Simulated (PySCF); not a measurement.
C₄H₆N₂.
Numbering: `[CH3:1][c:2]1[cH:3][cH:4][nH:5][n:6]1`

Cartesian coordinates in Å at the PBE0-D3(BJ)/def2-SVP level; atoms count from 1:
```
atom  x, y, z in Å
C1     1.900   -0.023    0.176
C2     0.409   -0.060    0.116
C3    -0.445    0.570   -0.823
C4    -1.721    0.217   -0.430
N5    -1.567   -0.565    0.661
N6    -0.296   -0.747    1.009
H7     2.247    0.349    1.151
H8     2.327   -1.028    0.038
H9     2.307    0.632   -0.607
H10   -0.163    1.196   -1.666
H11   -2.702    0.458   -0.835
H12   -2.296   -1.001    1.210
```

Definitions: NICS(0) = −σiso at the ring centroid; NICS(1) = −σiso and NICS(1)zz = −σzz at ±1 Å along the ring normal z. Level: GIAO B3LYP/pcSseg-2 (PySCF, non-relativistic, gas phase) on the PBE0-D3(BJ)/def2-SVP geometry, one conformer.

Ring bond lengths (Å): C2–C3 1.418, C3–C4 1.381, C4–N5 1.351, N5–N6 1.330, N6–C2 1.329.

Task: Give the NICS values of each ring in ppm.

Result: 
```json
{"ring": "C2–C3–C4–N5–N6", "type": "5-membered ring with 2 N; formal bonds all aromatic", "NICS(0)": "-12.8", "NICS(1), two faces": "-10.6 / -10.6", "NICS(1)zz, two faces": "-31.3 / -31.3", "rms pucker (Å)": "0.00", "centre to ring atoms, mean (Å)": "1.16"}
```

Task: What can be read from them?

Result: 
- C2–C3–C4–N5–N6: mean NICS(1)zz -31.3 ppm, shielded. The ring is flat and has no four-coordinate atom; by the NICS criterion it is aromatic.

Task: How equal are the bonds by HOMA? Use HOMA with the parameters of Krygowski (1993).

Result: 
- C2–C3–C4–N5–N6: HOMA 0.94; the largest term is that of C2–C3, α(R − Ropt)² = 0.23. The geometric and the magnetic index point the same way.

Task: Give the inner angles of the rings.

Result: 
- C2–C3–C4–N5–N6: C2 110.8°, C3 104.8°, C4 105.8°, N5 113.5°, N6 105.1°; sum 540.0° against 540° for a flat convex ring.

Task: What are the shieldings of the ring atoms and their hydrogens in the same run (means over atoms taken as equivalent)?

Result: 
| atoms | environment | σ isotropic (ppm) | principal values of the symmetric part, first atom (ppm) |
| --- | --- | --- | --- |
| C2 | substituted aromatic carbon | 20.2 | -63.4, 3.5, 120.5 |
| C3 | aromatic CH carbon | 66.0 | -14.3, 66.8, 145.5 |
| C4 | aromatic CH next to a ring nitrogen | 46.6 | -35.7, 41.6, 133.9 |
| N5 | pyrrole-type nitrogen | 36.7 | -79.2, 70.2, 119.1 |
| N6 | pyridine-type nitrogen | -81.7 | -321.1, -90.3, 166.3 |
| H10 | aromatic hydrogen | 25.18 | 23.2, 25.1, 27.2 |
| H11 | aromatic hydrogen | 24.09 | 22.2, 24.8, 25.3 |
| H12 | N–H hydrogen | 22.09 | 16.9, 23.4, 26.0 |

Task: How do the values depend on the level or the medium?

Result: 
| level | NICS(0), C2–C3–C4–N5–N6 | mean NICS(1)zz, C2–C3–C4–N5–N6 |
| --- | --- | --- |
| B3LYP/pcSseg-2, gas | -12.8 | -31.3 |
| PBE0/pcSseg-1, gas | -13.8 | -31.5 |
| BLYP/pcSseg-2, gas | -12.5 | -30.7 |
| BP86/pcSseg-2, gas | -12.7 | -31.1 |
| HF/pcSseg-2, gas | -14.2 | -33.0 |
| LDA/pcSseg-2, gas | -12.2 | -31.1 |
| OPBE/pcSseg-2, gas | -13.5 | -31.5 |
| PBE/pcSseg-2, gas | -12.7 | -31.1 |

The geometry is the same throughout.

Hardware: Arm Neoverse V2, one thread (shared host). Cost: 34 s. This is the whole shielding run at B3LYP/pcSseg-2, SCF included.
